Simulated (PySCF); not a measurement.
**Löwdin shares of the frontier orbitals**

C3H5N3.
Structure used (PBE0-D3(BJ)/def2-SVP), in Å, numbered top down from 1:
```
atom  x, y, z in Å
C1    -1.4906   -0.0037    0.7289
N2    -0.2177   -0.1917    0.0828
C3     0.7413    0.7208   -0.1953
C4     1.7107   -0.0109   -0.8452
N5     1.2912   -1.2967   -0.9224
N6     0.1327   -1.3975   -0.3651
H7    -1.3644    0.5334    1.6789
H8    -2.1826    0.5561    0.0824
H9    -1.9049   -0.9997    0.9243
H10    0.6591    1.7677    0.0839
H11    2.6683    0.3099   -1.2496
```

Method used: PySCF 2.14.0, density-fitted response routines, TDDFT B3LYP/def2-SVPD, vertical, gas phase, core orbitals frozen in the response.

Kohn–Sham orbitals with the atoms that hold most of them (Löwdin shares over 4%, at most four atoms; ? is withheld):

```
orbital  ε (eV)                           atoms
 HOMO-3   -9.20    N6 51%, N5 27%, C4 5%, C3 5%
 HOMO-2   -8.18  N5 31%, N2 28%, C3 11%, N6 10%
 HOMO-1   -7.42                               ?
   HOMO       ?                               ?
   LUMO   -0.42  N6 26%, N2 21%, C3 19%, N5 13%
 LUMO+1    0.22  C1 34%, C3 15%, H7 14%, H8 12%
 LUMO+2    0.81  C4 28%, N5 26%, C3 15%, N6 10%
```

(1) Give the leading atoms of the HOMO.

(2) Give the leading atoms of the HOMO-1.

(3) What is the HOMO energy, and the HOMO–LUMO gap?

Answers

(1) N5 (bonded to C and N) 51%; N6 (bonded to 2 N) 26%; C4 (bonded to C, N and H) 10%; N2 (bonded to 2 C and N) 8%. By element: nitrogen 85%, carbon 10% or more.

(2) C4 (bonded to C, N and H) 29%; C3 (bonded to C, N and H) 25%; N6 (bonded to 2 N) 23%; N2 (bonded to 2 C and N) 10%. By element: carbon 54% or more, nitrogen 33% or more.

(3) ε(HOMO) = -7.35 eV; the gap is 6.93 eV (0.2545 hartree).

Q: The HOMO–LUMO gap is 6.93 eV. Where does the response calculation put the lowest singlet, and from which orbitals?

A: S1 is at 5.59 eV (f = 0.0043), 1.33 eV below the gap, made of HOMO→LUMO (99%). Without the coupling terms of the response equations the lowest excitation would equal the gap.

Q: One configuration dominates each of S1, S2, S3 and S5. Which, and how do the shares of the two leading atoms of either orbital change from the occupied to the empty one?

A: 
- S1 (5.59 eV, f 0.0043), HOMO→LUMO (99%): N5 51% → 13%, N6 26% → 26%, N2 8% → 21%
- S2 (6.55 eV, f 0.092), HOMO-1→LUMO (79%): C4 29% → at most 13%, C3 25% → 19%, N6 23% → 26%, N2 10% → 21%
- S3 (6.79 eV, f 0.0073), HOMO-1→LUMO+1 (78%): C4 29% → at most 12%, C3 25% → 15%, C1 at most 11% → 34%
- S5 (6.85 eV, f 0.012), HOMO→LUMO+1 (90%): N5 51% → at most 12%, N6 26% → at most 12%, C1 at most 6% → 34%, C3 at most 6% → 15%

The run took 17 s on one thread, Arm Neoverse V1 (aarch64), shared host with 32 logical CPUs at a one-minute load of 11, and the process peaked at 0.75 GiB of memory.
